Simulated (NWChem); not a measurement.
Program: NWChem. System: Al (+1), charge 1, spin multiplicity 1. Level: MP2/def2-TZVP, 5 core orbitals frozen.

Job file:

```
start mol
memory heap 200 mb stack 900 mb global 1100 mb
charge 1
geometry units angstroms nocenter noautoz
  Al     0.000000     0.000000     0.000000
  symmetry group D2h
end
basis spherical
  * library def2-tzvp
end
scf
  rhf
  nopen 0
  maxiter 100
  thresh 1e-7
  semidirect memsize 60000000 filesize 0
end
mp2
  freeze core 5
end
task mp2 energy
```

NWChem printed:

```
             Northwest Computational Chemistry Package (NWChem) 7.3.0
             --------------------------------------------------------

                                NWChem Input Module
                                -------------------

 Scaling coordinates for geometry "geometry" by  1.889725989
 (inverse scale =  0.529177249)

                             Geometry "geometry" -> ""
                             -------------------------

 Output coordinates in angstroms (scale by  1.889725989 to convert to a.u.)

  No.       Tag          Charge          X              Y              Z
 ---- ---------------- ---------- -------------- -------------- --------------
    1 Al                  13.0000     0.00000000     0.00000000     0.00000000

 Effective nuclear repulsion energy (a.u.)       0.0000000000

            Nuclear Dipole moment (a.u.)
            ----------------------------
        X                 Y               Z
 ---------------- ---------------- ----------------
     0.0000000000     0.0000000000     0.0000000000

      Symmetry information
      --------------------

 Group name             D2h
 Group number             26
 Group order               8
 No. of unique centers     1

      Symmetry unique atoms

     1


 Summary of "ao basis" -> "" (spherical)
 ------------------------------------------------------------------------------
       Tag                 Description            Shells   Functions and Types
 ---------------- ------------------------------  ------  ---------------------
 *                         def2-tzvp                  on all atoms

 Summary of "ao basis" -> "ao basis" (spherical)
 ------------------------------------------------------------------------------
       Tag                 Description            Shells   Functions and Types
 ---------------- ------------------------------  ------  ---------------------
 Al                        def2-tzvp                13       37   5s5p2d1f

                                 NWChem SCF Module
                                 -----------------

  ao basis        = "ao basis"
  functions       =    37
  atoms           =     1
  closed shells   =     6
  open shells     =     0
  charge          =   1.00
  wavefunction    = RHF
  use symmetry    = T
  symmetry adapt  = T

 Summary of "ao basis" -> "ao basis" (spherical)
 ------------------------------------------------------------------------------
       Tag                 Description            Shells   Functions and Types
 ---------------- ------------------------------  ------  ---------------------
 Al                        def2-tzvp                13       37   5s5p2d1f

      Symmetry analysis of basis
      --------------------------

        ag          9
        au          1
        b1g         2
        b1u         7
        b2g         2
        b2u         7
        b3g         2
        b3u         7

 Forming initial guess at       0.1s

      Superposition of Atomic Density Guess
      -------------------------------------

 Sum of atomic energies:        -241.87482387

 Renormalizing density from      13.00 to     12

      Non-variational initial energy
      ------------------------------

 Total energy =    -229.903472
 1-e energy   =    -310.750334
 2-e energy   =      80.846862
 HOMO         =      -0.819988
 LUMO         =      -0.357871

      Symmetry analysis of molecular orbitals - initial
      -------------------------------------------------

 !! scf_movecs_sym_adapt:   32 vectors were symmetry contaminated

  Symmetry fudging

 !! scf_movecs_sym_adapt:   32 vectors were symmetry contaminated

  Numbering of irreducible representations:

     1 ag          2 au          3 b1g         4 b1u         5 b2g
     6 b2u         7 b3g         8 b3u

  Orbital symmetries:

     1 ag          2 ag          3 b3u         4 b1u         5 b2u
     6 ag          7 b2u         8 b3u         9 b1u        10 ag
    11 ag         12 b1g        13 b3g        14 b2g        15 ag
    16 b2u

 Starting SCF solution at       0.3s

 ----------------------------------------------
         Quadratically convergent ROHF

 Convergence threshold     :          1.000E-07
 Maximum no. of iterations :          100
 Final Fock-matrix accuracy:          1.000E-09
 ----------------------------------------------

              iter       energy          gnorm     gmax       time
             ----- ------------------- --------- --------- --------
                 1     -241.5052276532  3.48D+00  1.30D+00      0.3
                 2     -241.6634179305  4.54D-01  2.07D-01      0.3
                 3     -241.6679004823  2.41D-01  9.85D-02      0.3
                 4     -241.6686993232  1.28D-02  1.19D-02      0.3
                 5     -241.6687347572  2.99D-05  2.05D-05      0.4
                 6     -241.6687347573  7.22D-10  3.42D-10      0.4

       Final RHF  results
       ------------------

         Total SCF energy =   -241.668734757294
      One-electron energy =   -332.844960489551
      Two-electron energy =     91.176225732258
 Nuclear repulsion energy =      0.000000000000

        Time for solution =      0.1s

       Symmetry analysis of molecular orbitals - final
       -----------------------------------------------

  Numbering of irreducible representations:

     1 ag          2 au          3 b1g         4 b1u         5 b2g
     6 b2u         7 b3g         8 b3u

  Orbital symmetries:

     1 ag          2 ag          3 b2u         4 b3u         5 b1u
     6 ag          7 b1u         8 b3u         9 b2u        10 ag
    11 ag         12 b3g        13 ag         14 b2g        15 b1g
    16 b2u

             Final eigenvalues
             -----------------

              1
    1  -58.8102
    2   -5.2170
    3   -3.5223
    4   -3.5223
    5   -3.5223
    6   -0.6522
    7   -0.1946
    8   -0.1946
    9   -0.1946
   10    0.0220
   11    0.0545
   12    0.0545
   13    0.0545
   14    0.0545
   15    0.0545
   16    0.1116

                       ROHF Final Molecular Orbital Analysis
                       -------------------------------------

 Vector    4  Occ=2.000000D+00  E=-3.522283D+00  Symmetry=b3u
              MO Center= -7.2D-20,  1.1D-38, -9.9D-39, r^2= 1.3D-01
   Bfn.  Coefficient  Atom+Function         Bfn.  Coefficient  Atom+Function
  ----- ------------  ---------------      ----- ------------  ---------------
     6      0.547929  1 Al px                 9      0.410930  1 Al px
    12      0.195965  1 Al px

 Vector    5  Occ=2.000000D+00  E=-3.522283D+00  Symmetry=b1u
              MO Center=  3.8D-54, -3.3D-55, -5.6D-20, r^2= 1.3D-01
   Bfn.  Coefficient  Atom+Function         Bfn.  Coefficient  Atom+Function
  ----- ------------  ---------------      ----- ------------  ---------------
     8      0.547929  1 Al pz                11      0.410930  1 Al pz
    14      0.195965  1 Al pz

 Vector    6  Occ=2.000000D+00  E=-6.521533D-01  Symmetry=ag
              MO Center= -1.9D-20, -7.9D-21, -1.1D-19, r^2= 1.9D+00
   Bfn.  Coefficient  Atom+Function         Bfn.  Coefficient  Atom+Function
  ----- ------------  ---------------      ----- ------------  ---------------
     4      0.855061  1 Al s                  3     -0.393432  1 Al s
     5      0.296523  1 Al s

 Vector    7  Occ=0.000000D+00  E=-1.945563D-01  Symmetry=b1u
              MO Center=  1.3D-35, -6.5D-37,  8.7D-20, r^2= 4.0D+00
   Bfn.  Coefficient  Atom+Function         Bfn.  Coefficient  Atom+Function
  ----- ------------  ---------------      ----- ------------  ---------------
    20      0.658133  1 Al pz                17      0.448206  1 Al pz

 Vector    8  Occ=0.000000D+00  E=-1.945563D-01  Symmetry=b3u
              MO Center= -1.2D-20,  1.1D-35, -7.5D-36, r^2= 4.0D+00
   Bfn.  Coefficient  Atom+Function         Bfn.  Coefficient  Atom+Function
  ----- ------------  ---------------      ----- ------------  ---------------
    18      0.658133  1 Al px                15      0.448206  1 Al px

 Vector    9  Occ=0.000000D+00  E=-1.945563D-01  Symmetry=b2u
              MO Center=  2.1D-35,  3.0D-21,  3.9D-36, r^2= 4.0D+00
   Bfn.  Coefficient  Atom+Function         Bfn.  Coefficient  Atom+Function
  ----- ------------  ---------------      ----- ------------  ---------------
    19      0.658133  1 Al py                16      0.448206  1 Al py

 center of mass
 --------------
 x =   0.00000000 y =   0.00000000 z =   0.00000000

 moments of inertia (a.u.)
 ------------------
           0.000000000000           0.000000000000           0.000000000000
           0.000000000000           0.000000000000           0.000000000000
           0.000000000000           0.000000000000           0.000000000000

  Mulliken analysis of the total density
  --------------------------------------

    Atom       Charge   Shell Charges
 -----------   ------   -------------------------------------------------------
    1 Al  13    12.00   2.00  0.67  1.30  1.50  0.53  2.89  2.28  0.81  0.02 -0.00  0.00  0.00  0.00

       Multipole analysis of the density wrt the origin
       ------------------------------------------------

     L   x y z        total         open         nuclear
     -   - - -        -----         ----         -------
     0   0 0 0      1.000000      0.000000     13.000000

     1   1 0 0     -0.000000      0.000000      0.000000
     1   0 1 0      0.000000      0.000000      0.000000
     1   0 0 1     -0.000000      0.000000      0.000000

     2   2 0 0     -5.779881      0.000000      0.000000
     2   1 1 0     -0.000000      0.000000      0.000000
     2   1 0 1     -0.000000      0.000000      0.000000
     2   0 2 0     -5.779881      0.000000      0.000000
     2   0 1 1      0.000000      0.000000      0.000000
     2   0 0 2     -5.779881      0.000000      0.000000

                   NWChem MP2 Semi-direct Energy/Gradient Module
                   ---------------------------------------------

  Basis functions       =     37
  Molecular orbitals    =     37
  Frozen core           =      5
  Frozen virtuals       =      0
  Active alpha occupied =      1
  Active beta occupied  =      1
  Active alpha virtual  =     31
  Active beta virtual   =     31
  Use MO symmetry       = T
  Use skeleton AO sym   = T

  AO/Fock/Back tols     =   1.0D-09  1.0D-09  1.0D-09

 GA uses MA = F    GA memory limited = T

 Available:
  local mem=  1.26D+08
 global mem=  1.44D+08
 local disk=  0.00D+00
  mp2_memr nvloc                    31
  nvloc new                    31
   1 passes of   1:        3145728                       4342                     76493.
   1 passes of   1: M    126153450           G      144176462           F     123007722.

 Semi-direct pass number   1 of   1  for RHF alpha+beta  at        0.5s
  vrange nnbf                   703
  mp2_eaftype                    10  avail_ma_in_mb                  1099
 EAF : mp2_eaftype filesize          10      38247.
  mp2_eaf for mointskh                     10
Node 0 wrote      0.2 Mb in      0.0 s     Agg I/O rate:  1128.7 Mb/s
 Done moints_semi at        0.9s
  mp2_eaftype                    10  avail_ma_in_mb                  1089
 EAF : mp2_eaftype filesize          10      38247.
  mp2_eaf for kh                    10
 Done maket at        0.9s
 Done multipass loop at        0.9s

          -------------------------------------------
          SCF energy                -241.668734757294
          Correlation energy          -0.027268329348
          Singlet pairs               -0.027268329348
          Triplet pairs                0.000000000000
          Total MP2 energy          -241.696003086642
          -------------------------------------------

          ---------------------------------------------------
                    Spin Component Scaled (SCS) MP2
          Same spin pairs                      0.000000000000
          Same spin scaling factor             0.333333333333
          Opposite spin pairs                 -0.027268329348
          Opposite spin scaling fact.          1.200000000000
          SCS-MP2 correlation energy          -0.032721995218
          Total SCS-MP2 energy              -241.701456752511
          ---------------------------------------------------

 -----------------------
 Performance information
 -----------------------

 Timer overhead =  2.40D-07 seconds/call

               Nr. of calls         CPU time (s)                 Wall time (s)                GFlops
             ---------------    -------------------     ------------------------------   -------------------
Name         Min   Avg   Max    Min     Avg     Max     Min     Avg     Max   Mx/calls   Min     Max     Sum
mp2: moin     1     1     1   0.43    0.43    0.43     0.43    0.43    0.43    0.43      0.0     0.0     0.0
mp2: make     1     1     1   1.22E-3 1.22E-3 1.22E-3  1.22E-3 1.22E-3 1.22E-3 1.22E-3   0.0     0.0     0.0
mp2: tota     1     1     1   0.49    0.49    0.49     0.49    0.49    0.49    0.49      0.0     0.0     0.0

 The average no. of pstat calls per process was 3.00D+00
 with a timing overhead of 7.19D-07s

 Task  times  cpu:        0.8s     wall:        0.8s

 Total times  cpu:        0.9s     wall:        0.9s
```
